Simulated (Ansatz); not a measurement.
Born–Oppenheimer molecular dynamics of Cl2H2Si (5 atoms, charge 0, multiplicity 1). It starts from a relaxed structure.

Method: Ansatz, RKS B3LYP/6-31G*.

```yaml
ensemble: NVT, Nosé–Hoover chain
time_step: 0.5 fs
steps_asked: 250
set_temperature: 700 K
thermostat: time constant 100 fs, chain length 3 (defaults)
seed: 684878
```

First frame:

```xyz
5
Properties=species:S:1:pos:R:3
Si 0.006 0.009 -0.007
H 0.029 0.050 1.468
Cl 1.958 -0.018 -0.680
Cl -0.994 1.686 -0.681
H -0.682 -1.181 -0.544
```

(1) How far do the bonds stretch over the last three quarters of this one trajectory? (Pairs bonded in most of those frames.)

Results:

(1) 
```
   bond  mean (Å)  spread (Å)  shortest  longest
 Si1–H2     1.482       0.037      1.42     1.53
Si1–Cl3     2.058       0.064      1.98     2.17
Si1–Cl4     2.077       0.042      2.00     2.15
 Si1–H5     1.481       0.027      1.44     1.53
```

Mean temperature of the second half: 491 K. The conserved energy stayed within 0.15 meV per atom of its start (net change 0.11 meV per atom), so the integration is sound. The mean temperature of the second half is 30 % below the set value. A run of 0.12 ps of so small a system gives no equilibrium averages.

Time of the run: 8.3 min on 1 thread of Arm Neoverse V1, on a shared host, peak memory 0.11 GiB.
